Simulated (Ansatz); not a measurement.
The input, for Ansatz 0.2.0:

```yaml
crystal:
  periodic: [false, false, false]
  atoms:
    - {symbol: N, position_ang: [0.000000, 0.000000, 0.000000]}
    - {symbol: H, position_ang: [1.024021, 0.013755, -0.000070]}
    - {symbol: H, position_ang: [-0.523923, 0.879946, -0.002762]}
    - {symbol: H, position_ang: [-0.500098, -0.893701, 0.002832]}
basis:
  gaussian: {orbitals: pcseg-2}
total_charge: 1
magnetization: {spin_polarized: false, initial_magnetization: 1}
hamiltonian: {pseudopotentials: {relativity: scalar}}
correlation: {method: mp2, frozen_orbitals: {"N": 9}}
output: {forces: true}
```

```sh
$ ansatz run in.yaml --threads 1 --pin off --events-out ev --progress --plain --max-ram 2176MiB
```

Q: One thing in this input was set wrong on purpose, beside settings that are merely unusual. What is the gravest fault, and what does the program do?

A: Wrong frozen-orbital counts. How the run ends: refused.
```
Error: "frozen_orbitals" has no count for H
```
